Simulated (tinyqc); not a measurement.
RHF in the sto-3g basis, for H2O, spin multiplicity 1, step by step. One step of it, computed by the program tinyqc.

Task: Iteration 17 (converged): orbitals. Diagonalise F' = X^T F X, C = X C', fill 5 alpha and 5 beta electrons from the bottom; D = 2 C_occ C_occ^T. Each column has its largest component positive (the first on a tie).

converged F (hartree):
```
             1O 1s      1O 2s     1O 2px     1O 2py     1O 2pz      2H 1s      3H 1s
1O 1s   -20.278197  -5.166778   0.000000   0.000000  -0.023148  -0.700352  -0.700352
1O 2s    -5.166778  -2.404962   0.000000   0.000000  -0.057528  -0.694462  -0.694462
1O 2px    0.000000   0.000000  -0.394900   0.000000   0.000000   0.000000   0.000000
1O 2py    0.000000   0.000000   0.000000  -0.205112   0.000000  -0.312642   0.312642
1O 2pz   -0.023148  -0.057528   0.000000   0.000000  -0.238049  -0.330838  -0.330838
2H 1s    -0.700352  -0.694462   0.000000  -0.312642  -0.330838  -0.355247  -0.238022
3H 1s    -0.700352  -0.694462   0.000000   0.312642  -0.330838  -0.238022  -0.355247
```

X:
```
            1O 1s      1O 2s    1O 2px     1O 2py     1O 2pz      2H 1s      3H 1s
1O 1s    1.023282  -0.133495  0.000000   0.000000  -0.006646   0.016739   0.016739
1O 2s   -0.133495   1.120253  0.000000   0.000000   0.060736  -0.184623  -0.184623
1O 2px   0.000000   0.000000  1.000000   0.000000   0.000000   0.000000   0.000000
1O 2py   0.000000   0.000000  0.000000   1.048058   0.000000  -0.140416   0.140416
1O 2pz  -0.006646   0.060736  0.000000   0.000000   1.037515  -0.114488  -0.114488
2H 1s    0.016739  -0.184623  0.000000  -0.140416  -0.114488   1.099848  -0.069154
3H 1s    0.016739  -0.184623  0.000000   0.140416  -0.114488  -0.069154   1.099848
```

Give: F' = X^T F X; orbital energies; coefficients C; D after iteration 17.

Result:

F' = X^T F X (hartree):
```
          1        2        3        4        5        6        7
1  -19.9065  -2.6760   0.0000   0.0000  -0.0513  -0.0633  -0.0633
2   -2.6760  -1.3626   0.0000   0.0000   0.0967  -0.3425  -0.3425
3    0.0000   0.0000  -0.3949   0.0000   0.0000   0.0000   0.0000
4    0.0000   0.0000   0.0000  -0.0459   0.0000  -0.3459   0.3459
5   -0.0513   0.0967   0.0000   0.0000  -0.1099  -0.3009  -0.3009
6   -0.0633  -0.3425   0.0000  -0.3459  -0.3009  -0.0396  -0.0766
7   -0.0633  -0.3425   0.0000   0.3459  -0.3009  -0.0766  -0.0396
```

orbital energies (hartree): MO1 -20.2862, MO2 -1.1936, MO3 -0.4954, MO4 -0.4483, MO5 -0.3949, MO6 0.4329, MO7 0.4865

coefficients C:
```
            MO1      MO2      MO3      MO4     MO5      MO6      MO7
1O 1s    0.9946  -0.2428   0.0000   0.0906  0.0000  -0.0956   0.0000
1O 2s    0.0230   0.9128   0.0000  -0.4571  0.0000   0.5496   0.0000
1O 2px   0.0000   0.0000   0.0000   0.0000  1.0000   0.0000   0.0000
1O 2py   0.0000   0.0000   0.6374   0.0000  0.0000   0.0000   0.8553
1O 2pz   0.0028   0.0697   0.0000   0.6992  0.0000   0.7827   0.0000
2H 1s   -0.0039   0.1316   0.4559   0.3646  0.0000  -0.6545  -0.7037
3H 1s   -0.0039   0.1316  -0.4559   0.3646  0.0000  -0.6545   0.7037
```

D after iteration 17:
```
          1O 1s    1O 2s  1O 2px   1O 2py   1O 2pz    2H 1s    3H 1s
1O 1s    2.1128  -0.4804  0.0000   0.0000   0.0983  -0.0055  -0.0055
1O 2s   -0.4804   2.0853  0.0000   0.0000  -0.5118  -0.0933  -0.0933
1O 2px   0.0000   0.0000  2.0000   0.0000   0.0000   0.0000   0.0000
1O 2py   0.0000   0.0000  0.0000   0.8125   0.0000   0.5811  -0.5811
1O 2pz   0.0983  -0.5118  0.0000   0.0000   0.9876   0.5283   0.5283
2H 1s   -0.0055  -0.0933  0.0000   0.5811   0.5283   0.7163  -0.1151
3H 1s   -0.0055  -0.0933  0.0000  -0.5811   0.5283  -0.1151   0.7163
```
